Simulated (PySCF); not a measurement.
# Reproducing measurements on C6H4O2

**What was measured.**

NIST CCCBDB Release 22 (SRD 101), experimental polarizabilities lists, for the gas: mean polarisability 11.229 Å³.

How close the calculation comes is told at the end.

Compound: C6H4O2.
SMILES with atom numbers: `[O:1]=[C:2]1[CH:3]=[CH:4][C:5](=[O:6])[CH:7]=[CH:8]1` (hydrogens: H9 on C3; H10 on C4; H11 on C7; H12 on C8)

Geometry (GFN2-xTB, Å), atoms numbered from 1 in this order:
```
atom  x, y, z in Å
O1    -0.772   -2.554    0.049
C2    -0.421   -1.391    0.026
C3     1.003   -1.001    0.010
C4     1.389    0.277   -0.016
C5     0.421    1.391   -0.032
O6     0.773    2.553   -0.056
C7    -1.002    1.000   -0.015
C8    -1.389   -0.277    0.013
H9     1.714   -1.815    0.021
H10    2.433    0.559   -0.028
H11   -1.714    1.815   -0.025
H12   -2.433   -0.560    0.026
```

The PySCF runs (gas phase, on this GFN2-xTB geometry; no spin–orbit coupling):

```tsv
level	job	basis functions	wall time
PBE0/def2-SVPD	8 singlets by full TDDFT, 3 Tamm–Dancoff triplets, polarisability	198	27 s
```

Hardware: Arm Neoverse V1, one thread, on a shared host.

## Comparison

**Mean polarisability.** Measured: 11.229 Å³ (NIST CCCBDB Release 22 (SRD 101), experimental polarizabilities).

```
         level  computed (Å³)  computed − measured (Å³)  % (from the printed values)
PBE0/def2-SVPD         11.159                    -0.070                           -1
```

The computed values are static and purely electronic, with core orbitals frozen in the response (1 au = 0.148185 Å³). The table of measured values doesn't say here whether a value is static or optical, or holds a vibrational part.

No measured geometry was used, and the causes of the misses weren't examined.
